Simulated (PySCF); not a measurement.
**Mg2: energy against distance**

Set-up: Mg def2-TZVPP; no relativity (PySCF 2.14). Energies in eV from Mg + Mg in their ground configurations at the same level. State: ¹Σg⁺ (singlet), closed shell.

All columns are revPBE.

```tsv
R (Å)	E (eV)	HOMO (eV)	LUMO (eV)	Mayer bond order	⟨S²⟩
3.123	-0.022	-3.94	-1.95	0.66	0.00
3.268	-0.063	-4.01	-1.88	0.61	0.00
3.413	-0.083	-4.07	-1.83	0.56	0.00
3.522	-0.088	-4.12	-1.83	0.51	0.00
3.631	-0.089	-4.16	-1.83	0.46	0.00
3.740	-0.085	-4.20	-1.83	0.42	0.00
3.885	-0.077	-4.25	-1.83	0.36	0.00
4.067	-0.064	-4.31	-1.81	0.29	0.00
4.285	-0.048	-4.38	-1.79	0.22	0.00
4.575	-0.031	-4.45	-1.75	0.15	0.00
```

Closed-shell solutions of metal pairs were not tested for spin polarisation, which can lower them a little. The bond is weak. Basis-set superposition, not corrected here, can be much of De in a small basis, most of all at correlated wavefunction levels. Functionals without a dispersion term scatter widely for such bonds, and LDA overbinds them.
